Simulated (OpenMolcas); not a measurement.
# SiH4 (SMILES [SiH4]): the energy, rung by rung

SiH4: 5 atoms, total charge 0, spin state singlet. As SMILES, `[SiH4]`. The coordinates come from a PBE0-D4/def2-TZVP relaxation.

| atom | x (Å) | y (Å) | z (Å) |
| --- | --- | --- | --- |
| Si | 0.0000 | 0.0000 | -0.0001 |
| H | 0.9676 | -0.6884 | 0.8909 |
| H | -1.3310 | 0.0449 | 0.6560 |
| H | -0.1051 | -0.7403 | -1.2826 |
| H | 0.4685 | 1.3838 | -0.2642 |

Each level gives the energy change with the Si1–H3 bond stretched from 1.485 to 3.712 Å (eV). The values are calculated.

```json
{"level": "HF/STO-3G (restricted)", "kind": "Hartree–Fock", "program": "OpenMolcas", "value (eV)": "10.29", "less FCI/STO-3G": "+5.24", "CPU time (all runs)": "2.9 s"}
{"level": "PBE0/STO-3G (restricted)", "kind": "global hybrid", "program": "OpenMolcas", "value (eV)": "7.94", "less FCI/STO-3G": "+2.89", "CPU time (all runs)": "8.5 s"}
{"level": "B2PLYP/STO-3G (restricted)", "kind": "double hybrid", "program": "OpenMolcas", "value (eV)": "6.87", "less FCI/STO-3G": "+1.82", "CPU time (all runs)": "9.4 s"}
{"level": "MP2/STO-3G (restricted)", "kind": "perturbation theory", "program": "OpenMolcas", "value (eV)": "6.52", "less FCI/STO-3G": "+1.47", "CPU time (all runs)": "3.1 s"}
{"level": "CASPT2(2,2)/STO-3G", "kind": "multireference", "program": "OpenMolcas", "value (eV)": "5.08", "less FCI/STO-3G": "+0.03", "CPU time (all runs)": "3 s"}
{"level": "CISD/STO-3G (restricted)", "kind": "coupled cluster or CI", "program": "OpenMolcas", "value (eV)": "5.76", "less FCI/STO-3G": "+0.71", "CPU time (all runs)": "3.1 s"}
{"level": "FCI/STO-3G", "kind": "exact in the basis", "program": "OpenMolcas", "value (eV)": "5.05", "less FCI/STO-3G": "0.00", "CPU time (all runs)": "3.7 s"}
```

FCI/STO-3G is exact within its basis and frozen core, so for wave-function methods in that basis the difference is their error; functionals converge differently with the basis, so for them it is only a difference. Spin-restricted single references rise too steeply as a bond breaks, Hartree–Fock most of all. Perturbation and coupled-cluster corrections on them can overshoot downwards. The first shape isn't each level's own minimum. The values span 5.05 to 10.29 eV. All rows use very small basis sets, so even the best lies far from the true value. CPU times are rough (shared hosts, several kinds of processor): they show what a rung costs within a factor of a few.
